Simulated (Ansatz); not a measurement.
Geometry optimisation, RKS revPBE-D4/def2-SVP in Ansatz 0.2.0.

input.yaml

```yaml
crystal:
  periodic: [false, false, false]
  atoms:
    - { symbol: Si, position_ang: [0.201316, 0.0, 0.090302] }
    - { symbol: F, position_ang: [0.496434, 0.0, 1.671126] }
    - { symbol: H, position_ang: [1.635191, 0.0, -0.180343] }
    - { symbol: H, position_ang: [-0.544921, 1.226483, -0.350692] }
    - { symbol: H, position_ang: [-0.544921, -1.226483, -0.350692] }
basis:
  gaussian: { orbitals: def2-SVP }
hamiltonian:
  xc: revpbe
  dispersion: d4
relax:
  f_tol: 0.03
  max_steps: 50
output:
  orbitals: {}
```

Run as:

```bash
$ ansatz run input.yaml --threads 1 --pin off --max-ram 2048MiB --backend cpu --events-out ev --progress --plain --runs-dir out
```

Problem. Where does it end, and by what steps?

Solution. It converged. After 4 steps the energy has fallen by 0.316 eV; H3 moved furthest, 0.22 Å.

```
step  energy less start (eV)  largest force component (eV/Å)  accepted
   0                  0.0000                           1.891       yes
   1                 -0.3004                           0.161       yes
   2                 -0.3060                           0.688       yes
   3                 -0.3155                           0.054       yes
   4                 -0.3157                           0.004       yes
```

```xyz
5
Properties=species:S:1:pos:R:3
Si 0.247 0.000 0.137
F 0.314 0.000 1.779
H 1.648 0.000 -0.403
H -0.483 1.232 -0.317
H -0.483 -1.232 -0.317
```

Whether the end is a true minimum wasn't checked by a vibrational analysis.

Run time: 5 s on 1 thread of Arm Neoverse V1, with other jobs on the host, peak memory 0.1 GiB.
